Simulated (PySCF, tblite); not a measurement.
**C6H6: dynamics, then NMR shifts on frames**

Aim: move C6H6 (`C#C/C=C\C=C`) away from its starting geometry and see how NMR shifts follow the geometry.

Computed with tblite 0.8.0 and PySCF 2.14.0, with density-fitted response routines of our own, on a single molecule in the gas phase. Atoms are numbered from 0 throughout.

## 1. The starting structure

12 atoms, charge 0, multiplicity 1; geometry from: GFN2-xTB.

Bonds of the start (Å): C0–C1 1.20, C1–C2 1.41, C2–C3 1.34, C3–C4 1.44, C4–C5 1.33, C0–H6 1.05, C2–H7 1.08, C3–H8 1.08, C4–H9 1.08, C5–H10 1.08, C5–H11 1.08.

## 2. Dynamics with GFN2-xTB

The job: settings as JSON, then the geometry in Å.

```
{"job": {"kind": "md", "xc": "GFN2-xTB", "basis": "xTB", "temperature": 200, "steps": 2000, "every": 50, "frames": 5}, "charge": 0, "multiplicity": 1}
C      2.769583    -0.690823    -0.439007
C      1.930034     0.117083    -0.141801
C      0.973528     1.085580     0.210611
C     -0.348461     0.854454     0.264959
C     -0.959723    -0.415804    -0.031545
C     -2.271943    -0.628707     0.026263
H      3.497362    -1.400153    -0.699503
H      1.372642     2.064720     0.445568
H     -1.013574     1.659802     0.547215
H     -0.284180    -1.213755    -0.310920
H     -2.959533     0.154604     0.301997
H     -2.704537    -1.587687    -0.199865
```

Level: GFN2-xTB Langevin dynamics, gas phase.

On the command line:

```console
OMP_NUM_THREADS=1 python probes_run.py task.json out
```

One launch serves the whole session: the jobs run in the order shown.

Output:

```text
t/fs     T/K      E/eV
    0.0   174.3   -429.19255
   25.0   188.1   -429.01184
   50.0   217.3   -428.88568
   75.0   198.7   -428.97275
  100.0    88.1   -428.81395
  125.0   107.1   -428.77560
  150.0   158.3   -428.89195
  175.0   188.5   -428.98775
  200.0   119.9   -428.94709
  225.0   250.9   -428.98302
  250.0   241.3   -428.89104
  275.0   239.8   -428.91597
  300.0   226.5   -428.85822
  325.0   241.1   -428.90633
  350.0   219.9   -428.92358
  375.0   176.3   -429.02063
  400.0   165.9   -429.00312
  425.0   144.6   -428.96555
  450.0   202.6   -428.96344
  475.0   194.0   -428.91740
  500.0   236.4   -429.02057
  525.0   155.3   -428.94445
  550.0   134.2   -428.97272
  575.0   192.4   -429.07865
  600.0   111.4   -428.87593
  625.0   130.1   -428.97624
  650.0   239.3   -428.97093
  675.0   114.7   -428.78694
  700.0   141.7   -428.97653
  725.0   193.1   -429.06436
  750.0   102.1   -429.00587
  775.0   144.7   -429.04398
  800.0   142.8   -428.96884
  825.0   114.5   -428.88652
  850.0   204.5   -428.99401
  875.0   174.5   -428.96805
  900.0   155.0   -428.93663
  925.0   173.2   -429.02579
  950.0   127.5   -428.99296
  975.0   130.5   -428.98570
 1000.0   129.6   -429.00624
```

It took 7.8 s on 1 thread of Arm Neoverse V1, shared host; peak memory 0.19 GiB.

Distance from the start (root mean square after alignment): 0 fs 0.00 Å, 200 fs 0.11 Å, 400 fs 0.17 Å, 600 fs 0.11 Å, 800 fs 0.10 Å, 1000 fs 0.08 Å.

Positions (Å) and forces (eV/Å) at 1000 fs:

```xyz
12

C     2.289    0.574   -0.043   -0.781   -0.234    0.451
C     1.433    0.108    0.683    0.665    0.719   -1.275
C     0.400   -0.290    1.544    0.355    0.108   -0.076
C    -0.869   -0.586    1.195    1.147    0.217    1.262
C    -1.374   -0.489   -0.106   -0.897    0.607   -1.517
C    -2.675   -0.671   -0.381    0.552   -0.791    1.164
H     2.968    1.046   -0.707   -0.120   -0.338    0.324
H     0.762   -0.241    2.557   -0.356   -0.322    0.458
H    -1.557   -0.821    1.986   -0.222   -0.187    0.175
H    -0.716   -0.079   -0.874   -0.018   -0.287    0.149
H    -3.294   -1.088    0.425    0.030    0.350   -0.595
H    -3.073   -0.597   -1.356   -0.356    0.158   -0.519
```

## 3. Nuclear shieldings: 250 fs, PBE0/pcSseg-1

The job: settings as JSON, then the geometry in Å.

```
{"job": {"kind": "nmr", "xc": "PBE0", "basis": "pcSseg-1", "pop": false}, "charge": 0, "multiplicity": 1}
C      2.630800    -0.078700    -0.218700
C      1.594200     0.338400     0.211900
C      0.604900     1.061900     0.823200
C     -0.739800     1.000100     0.597200
C     -1.371200    -0.105500    -0.121100
C     -2.664900    -0.353100    -0.251000
H      3.510800    -0.483800    -0.617300
H      0.929500     1.843200     1.539800
H     -1.379700     1.570500     1.277500
H     -0.593400    -0.834900    -0.448600
H     -3.429900     0.357400     0.111700
H     -2.975600    -1.289000    -0.690500
```

Method: GIAO PBE0/pcSseg-1 NMR shielding, non-relativistic, gas phase.

Output:

```text
coarse grid: 10240 points
cycle   1  E = -231.7344616793  dE =  7.944e-01  |g| = 3.640e-01  |ddm| = 3.306e+00
cycle   2  E = -231.7443930353  dE = -9.931e-03  |g| = 3.152e-01  |ddm| = 8.303e-01
cycle   3  E = -231.7709274374  dE = -2.653e-02  |g| = 4.250e-02  |ddm| = 3.812e-01
cycle   4  E = -231.7711958405  dE = -2.684e-04  |g| = 2.674e-02  |ddm| = 5.250e-02
cycle   5  E = -231.7713407131  dE = -1.449e-04  |g| = 1.126e-02  |ddm| = 2.476e-02
cycle   6  E = -231.7713735113  dE = -3.280e-05  |g| = 2.433e-03  |ddm| = 9.988e-03
cycle   7  E = -231.7713748660  dE = -1.355e-06  |g| = 8.841e-04  |ddm| = 2.920e-03
final grid: 99480 points
cycle   8  E = -231.8093331768  dE = -2.280e-05  |g| = 5.723e-03  |ddm| = 4.155e-02
cycle   9  E = -231.8093315663  dE =  1.610e-06  |g| = 6.264e-03  |ddm| = 1.251e-02
cycle  10  E = -231.8093413296  dE = -9.763e-06  |g| = 2.137e-03  |ddm| = 7.105e-03
cycle  11  E = -231.8093425000  dE = -1.170e-06  |g| = 2.597e-04  |ddm| = 1.651e-03
cycle  12  E = -231.8093425118  dE = -1.177e-08  |g| = 1.450e-04  |ddm| = 2.695e-04
cycle  13  E = -231.8093425169  dE = -5.145e-09  |g| = 2.374e-05  |ddm| = 1.147e-04
cycle  14  E = -231.8093425170  dE = -1.286e-10  |g| = 7.179e-06  |ddm| = 2.287e-05
converged SCF energy = -231.8093425170

GIAO shielding tensors (ppm)
atom      isotropic    diamagn.    paramagn.     s11        s22        s33       span
  0 C       81.540     259.582    -178.042     28.207     45.954    170.458    142.251
  1 C      103.832     252.842    -149.010      1.276      9.024    301.195    299.919
  2 C       62.230     253.334    -191.105    -44.784     77.835    153.638    198.422
  3 C       30.292     254.018    -223.726    -92.805     36.870    146.809    239.614
  4 C       40.516     257.475    -216.959    -71.229     38.858    153.918    225.147
  5 C       63.089     253.211    -190.121    -43.578     72.269    160.577    204.155
  6 H       28.154      34.027      -5.873     25.048     25.470     33.943      8.895
  7 H       25.168      28.298      -3.130     21.563     25.704     28.236      6.673
  8 H       24.849      30.635      -5.786     21.889     24.102     28.555      6.665
  9 H       23.993      32.248      -8.255     21.014     21.817     29.148      8.134
 10 H       25.572      28.699      -3.127     22.944     24.855     28.917      5.973
 11 H       25.996      29.344      -3.348     23.583     24.853     29.553      5.970
```

Run time: 13 s. Hardware: 1 thread of Arm Neoverse V1, shared host; peak memory 0.62 GiB.

The references, computed at this level on geometries of the same kind, shield at (ppm): 1H TMS 31.72, 13C TMS 186.9. Their shielding less the atom's gives the shift. The references are single molecules in the gas phase. Each atom is listed at this fixed geometry, with no averaging over motion; a spectrum would average atoms that exchange fast.

```tsv
atoms	environment	σ (ppm)	δ (ppm)
C3	alkene CH	30.3	156.6
C4	alkene CH	40.5	146.4
C2	alkene CH	62.2	124.7
C5	terminal =CH2 carbon	63.1	123.8
C0	terminal alkyne carbon	81.5	105.4
C1	alkyne carbon	103.8	83.1
H9	hydrogen on an alkene CH	23.99	7.72
H8	hydrogen on an alkene CH	24.85	6.87
H7	hydrogen on an alkene CH	25.17	6.55
H10	hydrogen on a terminal =CH2 carbon	25.57	6.14
H11	hydrogen on a terminal =CH2 carbon	26.00	5.72
H6	hydrogen on a terminal alkyne carbon	28.15	3.56
```

## 4. NMR shieldings: 425 fs, PBE0/pcSseg-1

The job: settings as JSON, then the geometry in Å.

```
{"job": {"kind": "nmr", "xc": "PBE0", "basis": "pcSseg-1", "pop": false}, "charge": 0, "multiplicity": 1}
C      2.374100     0.354600    -0.026200
C      1.418400     0.396600     0.687200
C      0.272200     0.417000     1.500700
C     -0.989100     0.276300     1.103300
C     -1.298200    -0.059300    -0.253300
C     -2.510500    -0.497400    -0.579600
H      3.126100     0.286000    -0.758200
H      0.474700     0.488000     2.580600
H     -1.787500     0.224300     1.858200
H     -0.559000     0.072900    -1.026400
H     -3.386900    -0.599800     0.097100
H     -2.773500    -0.756300    -1.658700
```

Method: GIAO PBE0/pcSseg-1 NMR shielding, non-relativistic, gas phase.

Output:

```text
coarse grid: 10240 points
cycle   1  E = -231.7354203338  dE =  8.177e-01  |g| = 3.747e-01  |ddm| = 3.345e+00
cycle   2  E = -231.7453515964  dE = -9.931e-03  |g| = 3.254e-01  |ddm| = 8.362e-01
cycle   3  E = -231.7737915171  dE = -2.844e-02  |g| = 4.295e-02  |ddm| = 3.824e-01
cycle   4  E = -231.7740550731  dE = -2.636e-04  |g| = 2.777e-02  |ddm| = 5.363e-02
cycle   5  E = -231.7742267592  dE = -1.717e-04  |g| = 8.958e-03  |ddm| = 2.560e-02
cycle   6  E = -231.7742463597  dE = -1.960e-05  |g| = 3.201e-03  |ddm| = 9.058e-03
cycle   7  E = -231.7742487000  dE = -2.340e-06  |g| = 9.843e-04  |ddm| = 2.794e-03
final grid: 99480 points
cycle   8  E = -231.8125422297  dE = -2.278e-05  |g| = 5.545e-03  |ddm| = 4.793e-02
cycle   9  E = -231.8125400416  dE =  2.188e-06  |g| = 6.317e-03  |ddm| = 1.054e-02
cycle  10  E = -231.8125495631  dE = -9.522e-06  |g| = 2.244e-03  |ddm| = 5.893e-03
cycle  11  E = -231.8125508181  dE = -1.255e-06  |g| = 1.873e-04  |ddm| = 1.598e-03
cycle  12  E = -231.8125508243  dE = -6.228e-09  |g| = 1.023e-04  |ddm| = 2.454e-04
cycle  13  E = -231.8125508271  dE = -2.760e-09  |g| = 3.100e-05  |ddm| = 1.170e-04
cycle  14  E = -231.8125508273  dE = -2.389e-10  |g| = 7.624e-06  |ddm| = 3.039e-05
converged SCF energy = -231.8125508273

GIAO shielding tensors (ppm)
atom      isotropic    diamagn.    paramagn.     s11        s22        s33       span
  0 C       91.460     263.244    -171.784     35.590     45.841    192.948    157.358
  1 C      101.473     254.838    -153.365      0.587      6.017    297.816    297.230
  2 C       70.726     256.936    -186.210    -22.655     77.949    156.882    179.537
  3 C       34.982     256.570    -221.588    -88.982     49.785    144.143    233.125
  4 C       45.633     253.346    -207.713    -73.644     48.254    162.290    235.934
  5 C       53.600     252.346    -198.746    -47.454     56.392    151.862    199.316
  6 H       28.482      34.662      -6.180     24.877     25.196     35.371     10.493
  7 H       26.037      27.679      -1.641     22.232     27.679     28.201      5.970
  8 H       24.686      31.023      -6.337     22.072     23.882     28.102      6.030
  9 H       24.196      32.618      -8.423     20.565     22.350     29.671      9.106
 10 H       25.379      28.752      -3.373     23.125     24.731     28.281      5.156
 11 H       25.351      27.956      -2.605     23.633     23.881     28.540      4.907
```

It took 10 s on 1 thread of Arm Neoverse V1, shared host; peak memory 0.64 GiB.

This run: δ C3 151.9, C4 141.3, C5 133.3, C2 116.2, H9 7.52, H8 7.03 ppm.

## 5. Shielding tensors: 625 fs, PBE0/pcSseg-1

The job: settings as JSON, then the geometry in Å.

```
{"job": {"kind": "nmr", "xc": "PBE0", "basis": "pcSseg-1", "pop": false}, "charge": 0, "multiplicity": 1}
C      2.305200     0.102000     0.149900
C      1.332000     0.078800     0.839900
C      0.249700    -0.057200     1.668700
C     -0.969600    -0.217900     1.139800
C     -1.316000    -0.141400    -0.286600
C     -2.597000    -0.025400    -0.727500
H      3.104100     0.134800    -0.524500
H      0.472800    -0.178400     2.717300
H     -1.808700    -0.373200     1.774500
H     -0.498100    -0.102400    -1.008400
H     -3.396600     0.042700    -0.045300
H     -2.728900     0.184200    -1.758600
```

With the program's defaults for keys left out, this is: GIAO PBE0/pcSseg-1 NMR shielding, non-relativistic, gas phase.

Output:

```text
coarse grid: 10240 points
cycle   1  E = -231.7343080047  dE =  8.546e-01  |g| = 3.698e-01  |ddm| = 3.338e+00
cycle   2  E = -231.7460428481  dE = -1.173e-02  |g| = 3.118e-01  |ddm| = 8.365e-01
cycle   3  E = -231.7719381062  dE = -2.590e-02  |g| = 3.884e-02  |ddm| = 3.793e-01
cycle   4  E = -231.7721252499  dE = -1.871e-04  |g| = 2.765e-02  |ddm| = 5.142e-02
cycle   5  E = -231.7722912654  dE = -1.660e-04  |g| = 8.902e-03  |ddm| = 2.422e-02
cycle   6  E = -231.7723103085  dE = -1.904e-05  |g| = 2.700e-03  |ddm| = 8.669e-03
cycle   7  E = -231.7723119873  dE = -1.679e-06  |g| = 9.467e-04  |ddm| = 2.719e-03
final grid: 99480 points
cycle   8  E = -231.8106605503  dE = -2.784e-05  |g| = 6.222e-03  |ddm| = 4.544e-02
cycle   9  E = -231.8106563696  dE =  4.181e-06  |g| = 7.357e-03  |ddm| = 1.243e-02
cycle  10  E = -231.8106696532  dE = -1.328e-05  |g| = 2.564e-03  |ddm| = 7.356e-03
cycle  11  E = -231.8106713371  dE = -1.684e-06  |g| = 2.797e-04  |ddm| = 1.912e-03
cycle  12  E = -231.8106713502  dE = -1.311e-08  |g| = 1.685e-04  |ddm| = 3.566e-04
cycle  13  E = -231.8106713574  dE = -7.220e-09  |g| = 2.256e-05  |ddm| = 1.291e-04
cycle  14  E = -231.8106713575  dE = -1.091e-10  |g| = 6.778e-06  |ddm| = 2.152e-05
converged SCF energy = -231.8106713575

GIAO shielding tensors (ppm)
atom      isotropic    diamagn.    paramagn.     s11        s22        s33       span
  0 C       91.449     261.401    -169.952     37.585     51.612    185.150    147.564
  1 C      101.684     256.218    -154.534     -0.122      4.795    300.377    300.499
  2 C       74.933     256.158    -181.225    -20.670     82.403    163.066    183.736
  3 C       33.910     253.835    -219.925    -86.600     37.359    150.970    237.570
  4 C       33.611     254.843    -221.232    -91.684     33.762    158.756    250.440
  5 C       54.153     254.248    -200.096    -67.579     65.394    164.644    232.223
  6 H       28.629      34.750      -6.121     25.073     25.642     35.172     10.099
  7 H       25.926      28.806      -2.880     22.814     26.876     28.088      5.274
  8 H       25.278      31.865      -6.587     22.022     24.762     29.050      7.028
  9 H       23.844      32.824      -8.981     19.903     22.115     29.513      9.611
 10 H       25.966      30.983      -5.017     21.622     26.181     30.096      8.475
 11 H       25.915      30.539      -4.624     22.196     25.424     30.124      7.928
```

Wall time 9.1 s (1 thread of Arm Neoverse V1, shared host); peak memory 0.64 GiB.

This run: δ C4 153.3, C3 153.0, C5 132.8, C2 112.0, H9 7.87, H8 6.44 ppm.

## 6. NMR shieldings: 800 fs, PBE0/pcSseg-1

The job: settings as JSON, then the geometry in Å.

```
{"job": {"kind": "nmr", "xc": "PBE0", "basis": "pcSseg-1", "pop": false}, "charge": 0, "multiplicity": 1}
C      2.307600     0.606600    -0.154800
C      1.297200     0.334000     0.416400
C      0.332200    -0.057500     1.341600
C     -0.936400    -0.289700     1.015900
C     -1.422100    -0.148900    -0.308000
C     -2.698200    -0.264100    -0.659800
H      3.084700     0.577400    -0.841400
H      0.664100    -0.171200     2.377200
H     -1.594800    -0.628100     1.776600
H     -0.666800     0.067300    -1.109700
H     -3.401300    -0.481300     0.141000
H     -2.987100    -0.191400    -1.706200
```

Method: GIAO PBE0/pcSseg-1 NMR shielding, non-relativistic, gas phase.

Output:

```text
coarse grid: 10240 points
cycle   1  E = -231.7326038878  dE =  9.024e-01  |g| = 3.811e-01  |ddm| = 3.372e+00
cycle   2  E = -231.7440640000  dE = -1.146e-02  |g| = 3.252e-01  |ddm| = 8.754e-01
cycle   3  E = -231.7720787303  dE = -2.801e-02  |g| = 4.376e-02  |ddm| = 4.114e-01
cycle   4  E = -231.7723739094  dE = -2.952e-04  |g| = 2.727e-02  |ddm| = 6.125e-02
cycle   5  E = -231.7725643273  dE = -1.904e-04  |g| = 6.894e-03  |ddm| = 2.887e-02
cycle   6  E = -231.7725767990  dE = -1.247e-05  |g| = 1.784e-03  |ddm| = 8.092e-03
cycle   7  E = -231.7725775543  dE = -7.554e-07  |g| = 3.787e-04  |ddm| = 1.576e-03
final grid: 99480 points
cycle   8  E = -231.8105078600  dE = -2.563e-05  |g| = 5.881e-03  |ddm| = 4.256e-02
cycle   9  E = -231.8105063243  dE =  1.536e-06  |g| = 6.373e-03  |ddm| = 1.172e-02
cycle  10  E = -231.8105159585  dE = -9.634e-06  |g| = 2.451e-03  |ddm| = 6.514e-03
cycle  11  E = -231.8105175031  dE = -1.545e-06  |g| = 1.806e-04  |ddm| = 1.794e-03
cycle  12  E = -231.8105175063  dE = -3.174e-09  |g| = 1.396e-04  |ddm| = 3.121e-04
cycle  13  E = -231.8105175118  dE = -5.448e-09  |g| = 2.631e-05  |ddm| = 1.409e-04
cycle  14  E = -231.8105175119  dE = -1.509e-10  |g| = 7.038e-06  |ddm| = 2.328e-05
converged SCF energy = -231.8105175119

GIAO shielding tensors (ppm)
atom      isotropic    diamagn.    paramagn.     s11        s22        s33       span
  0 C       88.229     266.539    -178.310     22.618     50.474    191.595    168.977
  1 C       96.921     256.073    -159.152     -8.666      1.876    297.553    306.220
  2 C       68.849     252.560    -183.711    -31.227     83.551    154.223    185.450
  3 C       39.372     254.459    -215.087    -81.794     48.022    151.887    233.681
  4 C       40.044     255.551    -215.507    -79.873     45.205    154.799    234.672
  5 C       56.554     253.975    -197.421    -58.503     71.847    156.318    214.821
  6 H       28.715      34.398      -5.683     24.776     25.898     35.471     10.695
  7 H       25.661      29.351      -3.691     22.327     26.547     28.108      5.781
  8 H       25.492      32.186      -6.695     22.290     25.057     29.128      6.838
  9 H       23.748      31.734      -7.986     20.518     21.367     29.359      8.841
 10 H       25.689      29.412      -3.723     22.042     25.039     29.987      7.945
 11 H       25.565      29.032      -3.468     22.668     24.785     29.242      6.574
```

It took 9 s on 1 thread of Arm Neoverse V1, shared host; peak memory 0.64 GiB.

This run: δ C3 147.6, C4 146.9, C5 130.4, C2 118.1, H9 7.97, H8 6.23 ppm.

## 7. NMR shieldings: 1000 fs, PBE0/pcSseg-1

The job: settings as JSON, then the geometry in Å.

```
{"job": {"kind": "nmr", "xc": "PBE0", "basis": "pcSseg-1", "pop": false}, "charge": 0, "multiplicity": 1}
C      2.289500     0.574300    -0.043100
C      1.432800     0.108400     0.682900
C      0.399900    -0.290400     1.544500
C     -0.869400    -0.585800     1.195100
C     -1.374200    -0.488600    -0.106500
C     -2.674800    -0.671200    -0.380700
H      2.968100     1.045600    -0.707400
H      0.761800    -0.241400     2.557200
H     -1.556900    -0.821300     1.985900
H     -0.716100    -0.079100    -0.873800
H     -3.294400    -1.088200     0.424600
H     -3.072800    -0.596500    -1.355600
```

With the program's defaults for keys left out, this is: GIAO PBE0/pcSseg-1 NMR shielding, non-relativistic, gas phase.

Output:

```text
coarse grid: 10240 points
cycle   1  E = -231.7394857853  dE =  8.394e-01  |g| = 3.576e-01  |ddm| = 3.339e+00
cycle   2  E = -231.7495710448  dE = -1.009e-02  |g| = 3.093e-01  |ddm| = 7.963e-01
cycle   3  E = -231.7747280758  dE = -2.516e-02  |g| = 5.032e-02  |ddm| = 3.492e-01
cycle   4  E = -231.7751423371  dE = -4.143e-04  |g| = 3.047e-02  |ddm| = 6.849e-02
cycle   5  E = -231.7753871162  dE = -2.448e-04  |g| = 7.823e-03  |ddm| = 3.230e-02
cycle   6  E = -231.7754026637  dE = -1.555e-05  |g| = 2.694e-03  |ddm| = 8.759e-03
cycle   7  E = -231.7754041183  dE = -1.455e-06  |g| = 1.210e-03  |ddm| = 2.505e-03
final grid: 99480 points
cycle   8  E = -231.8130711262  dE = -2.368e-05  |g| = 6.548e-03  |ddm| = 4.518e-02
cycle   9  E = -231.8130597215  dE =  1.140e-05  |g| = 9.305e-03  |ddm| = 1.341e-02
cycle  10  E = -231.8130804906  dE = -2.077e-05  |g| = 3.208e-03  |ddm| = 8.674e-03
cycle  11  E = -231.8130831079  dE = -2.617e-06  |g| = 1.554e-04  |ddm| = 2.271e-03
cycle  12  E = -231.8130831112  dE = -3.233e-09  |g| = 1.085e-04  |ddm| = 2.488e-04
cycle  13  E = -231.8130831141  dE = -2.926e-09  |g| = 2.781e-05  |ddm| = 1.041e-04
cycle  14  E = -231.8130831143  dE = -1.769e-10  |g| = 8.126e-06  |ddm| = 2.685e-05
converged SCF energy = -231.8130831143

GIAO shielding tensors (ppm)
atom      isotropic    diamagn.    paramagn.     s11        s22        s33       span
  0 C       87.397     261.636    -174.239     33.658     45.858    182.675    149.017
  1 C       98.704     257.728    -159.024     -4.627      0.998    299.740    304.367
  2 C       71.287     255.866    -184.579    -17.803     71.667    159.999    177.802
  3 C       38.465     255.526    -217.061    -80.812     46.107    150.099    230.911
  4 C       42.607     254.720    -212.113    -78.900     40.672    166.048    244.948
  5 C       54.309     253.460    -199.152    -57.653     63.839    156.740    214.393
  6 H       27.972      34.099      -6.127     24.455     25.022     34.438      9.983
  7 H       26.102      28.295      -2.193     22.415     26.659     29.233      6.818
  8 H       25.137      31.577      -6.440     22.128     24.411     28.873      6.745
  9 H       24.172      32.899      -8.727     20.759     22.259     29.499      8.740
 10 H       25.661      29.164      -3.504     22.225     25.008     29.749      7.524
 11 H       26.079      30.524      -4.445     22.962     25.794     29.482      6.520
```

It took 9 s on 1 thread of Arm Neoverse V1, shared host; peak memory 0.64 GiB.

In short: δ C3 148.5, C4 144.3, C5 132.6, C2 115.6, H9 7.54, H8 6.58 ppm.

## 8. Comparing the runs: NMR shifts

Shifts (ppm) of some atoms, chosen among heavy atoms and hydrogens apart, with basis size and wall time:

```tsv
frame	C3	C4	C2	C5	C0	H8	H7	functions	time
250 fs	156.6	146.4	124.7	123.8	105.4	6.87	6.55	132	13 s
425 fs	151.9	141.3	116.2	133.3	95.5	7.03	5.68	132	10 s
625 fs	153.0	153.3	112.0	132.8	95.5	6.44	5.79	132	9.1 s
800 fs	147.6	146.9	118.1	130.4	98.7	6.23	6.06	132	9 s
1000 fs	148.5	144.3	115.6	132.6	99.5	6.58	5.61	132	9 s
```

## 9. Outcome

| quantity | value |
| --- | --- |
| thermostat | 200 K |
| mean temperature, second half | 155 K |
| mean potential energy above the minimum | 0.22 eV |
| 13C shifts against TMS (PBE0/pcSseg-1, 250 fs) | 156.6, 146.4, 124.7, 123.8, 105.4, 83.1 ppm |
| 1H shifts against TMS (PBE0/pcSseg-1, 250 fs) | 7.72, 6.87, 6.55, 6.14, 5.72, 3.56 ppm |
| range of the shift of C2 | 112.0 to 124.7 ppm |

What this shows: In the second half the potential energy averages 0.22 eV above the minimum; equipartition over 30 harmonic modes at 200 K would give 0.26 eV. With 12 atoms the temperature swings widely (88 to 251 K). Shifts at one fixed geometry are not the observed spectrum, which averages over the motion. In the first frame run (250 fs): Shielding is most anisotropic at C1 (span 300 ppm, paramagnetic term -149 ppm). In ppm, C2 moves most: its shift spreads over 12.7 ppm, from 112.0 (625 fs) to 124.7 (250 fs).
